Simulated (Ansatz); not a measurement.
Relaxation of CH4BF (7 atoms, charge 0, multiplicity 1), to a largest force component of 0.02 eV/Å in at most 40 steps.

All numbers below come from RKS B3LYP-D4/def2-mTZVP (Ansatz 0.2.0).

```xyz
7
Properties=species:S:1:pos:R:3
B 0.000 0.000 0.000
H 0.000 0.000 1.190
C 1.386 0.000 -0.800
H 1.715 -1.046 -0.970
H 1.249 0.508 -1.777
H 2.155 0.538 -0.208
F -1.143 0.000 -0.660
```

Task: Where does it end, and by what steps?

Result: It converged. The force dipped under the threshold on the way, but the program's further checks kept it going. After 15 steps the energy has fallen by 0.074 eV; F7 moved furthest, 0.30 Å.

| step | energy less start (eV) | largest force component (eV/Å) | accepted |
| --- | --- | --- | --- |
| 0 | 0.0000 | 1.507 | yes |
| 1 | -0.0579 | 0.782 | yes |
| 2 | -0.0601 | 0.501 | yes |
| 3 | -0.0692 | 0.117 | yes |
| 4 | -0.0697 | 0.028 | yes |
| 5 | -0.0704 | 0.063 | yes |
| 6 | -0.0722 | 0.105 | yes |
| 7 | -0.0630 | 0.468 | no |
| 8 | -0.0730 | 0.056 | yes |
| 9 | -0.0734 | 0.115 | yes |
| 10 | -0.0737 | 0.065 | yes |
| 11 | -0.0741 | 0.006 | yes |
| 12 | -0.0732 | 0.174 | no |
| 13 | -0.0743 | 0.026 | yes |
| 14 | -0.0743 | 0.032 | yes |
| 15 | -0.0744 | 0.014 | yes |

```xyz
7
Properties=species:S:1:pos:R:3
B 0.025 -0.012 -0.005
H -0.045 -0.293 1.154
C 1.358 0.008 -0.809
H 1.830 -0.982 -0.782
H 1.243 0.307 -1.852
H 2.081 0.679 -0.330
F -1.129 0.294 -0.601
```

Whether the end is a true minimum wasn't checked by a vibrational analysis.

The run took 32 s on 1 thread of Arm Neoverse V1, with other jobs on the host, peak memory 0.13 GiB.
